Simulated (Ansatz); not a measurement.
# Spin states of MgSe⁺, each at its own bond length

Ansatz 0.2.0, basis cc-pVDZ; geometries are PBE0/def2-TZVP minima. Wave-function levels freeze the cores with the filled d shells of p-block atoms; HF, MP2 and coupled cluster are restricted for singlets and unrestricted otherwise, restricted open-shell where a d shell is frozen, Kohn–Sham unrestricted where that lies lower. The reference is full CI, exact within the basis. Semilocal and hybrid functionals correlate all electrons outside any core potential and usually lie nearer their basis limit than the reference, so part of their error here is the reference's basis and frozen-core error; RPA and the MP2 part of double hybrids freeze the same cores as the reference. None of these values is a measured one. Energies are electronic, without zero-point terms. No spin–orbit coupling and no scalar relativity. The set is small: such energies can lie up to about 0.3 eV from the limit, spin gaps mostly less, so near ties and functionals' places can change in larger sets. The species are chosen: bound, without strong static correlation by their natural occupations or amplitudes, and with a ladder that closes on the reference, so errors are smaller than for species at large; levels whose determinant breaks symmetry or spin markedly are left out.

A. quartet; Mg–Se 2.864. Coordinates (Å): Se 0.000 0.000 0.000; Mg 0.000 0.000 2.864
B. doublet; Mg–Se 2.369. Coordinates (Å): Se 0.000 0.000 0.000; Mg 0.000 0.000 2.369

Task: From bonding and spin, estimate the order of these in energy at full CI, each at its own geometry.

Result: At full CI, above the lowest of those listed: B (0.0 kcal/mol), A (15.8 kcal/mol).

```
   level  A less B (kcal/mol)
 full CI                 15.8
     MP2                 14.8
    CCSD                 14.3
 CCSD(T)                 15.5
   CCSDT                 15.7
CCSDT(Q)                 15.8
     PBE                 22.4
  r2SCAN                 21.1
   B3LYP                 21.2
 wB97M-V                 22.2
```

Every level shown puts the same form lowest.

The geometries are PBE0's, not this basis's own minima.
